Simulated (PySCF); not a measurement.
Assigning NMR signals

Geometry:
```json
{"atom": "C1", "x (Å)": "1.562", "y (Å)": "-0.463", "z (Å)": "0.101"}
{"atom": "C2", "x (Å)": "0.705", "y (Å)": "0.730", "z (Å)": "-0.167"}
{"atom": "C3", "x (Å)": "-0.633", "y (Å)": "0.790", "z (Å)": "-0.178"}
{"atom": "C4", "x (Å)": "-1.599", "y (Å)": "-0.321", "z (Å)": "0.076"}
{"atom": "H5", "x (Å)": "2.224", "y (Å)": "-0.285", "z (Å)": "0.965"}
{"atom": "H6", "x (Å)": "2.223", "y (Å)": "-0.673", "z (Å)": "-0.757"}
{"atom": "H7", "x (Å)": "0.980", "y (Å)": "-1.372", "z (Å)": "0.307"}
{"atom": "H8", "x (Å)": "1.247", "y (Å)": "1.660", "z (Å)": "-0.379"}
{"atom": "H9", "x (Å)": "-1.086", "y (Å)": "1.765", "z (Å)": "-0.398"}
{"atom": "H10", "x (Å)": "-1.105", "y (Å)": "-1.278", "z (Å)": "0.293"}
{"atom": "H11", "x (Å)": "-2.257", "y (Å)": "-0.082", "z (Å)": "0.929"}
{"atom": "H12", "x (Å)": "-2.261", "y (Å)": "-0.473", "z (Å)": "-0.793"}
```

Computed data (PySCF 2.14): J couplings at B3LYP/pcJ-1 (without the spin–dipole term), geometry from PBE0-D3(BJ)/def2-SVP, PBE0/pcSseg-1 with gauge-including orbitals. One conformer, averaged over atoms made equivalent by symmetry, fast rotation or ring inversion, no solvent, relativity neglected.

Shifts are taken against calculated references (same method and geometry level): 13C (σ = 184.41 ppm) and 1H (σ = 31.27 ppm) vs TMS.

Question: Assign these signals to the numbered atoms. 13C{1H} NMR (computed): δ 132.8, 14.6.

Answer: 
| δ (ppm) | atoms | environment | reason |
| --- | --- | --- | --- |
| 132.8 | C2/C3 | alkene CH | the olefinic region |
| 14.6 | C1/C4 | allylic methyl carbon | saturated and bonded to C and H only |

Question: Assign these signals to the numbered atoms. 1H NMR (400 MHz, computed): δ 5.58 (m, 2H), 1.72 (m, 6H).

Answer: 
5.58 → H8/H9, hydrogen on an alkene CH: olefinic region
1.72 → H5/H6/H7/H10/H11/H12, hydrogen on an allylic methyl carbon: allylic position

Multiplet labels drop couplings under 1 Hz and merge nearly equal ones. Couplings among chemically equivalent protons are left out too, so labels in AA′BB′ or AA′XX′ sets are apparent multiplicities. Unscaled 3J(H,H) at this level run about 10 % above measured values. Shifts are as computed. Against solution values, carbons near 30 ppm lie about +2 ppm off and those near 130 ppm about +5 ppm. Of 1211 compounds with measured shifts, 218 miss one by over three times the rms of a fit or turn the order of signals round; such compounds aren't used in these exercises.
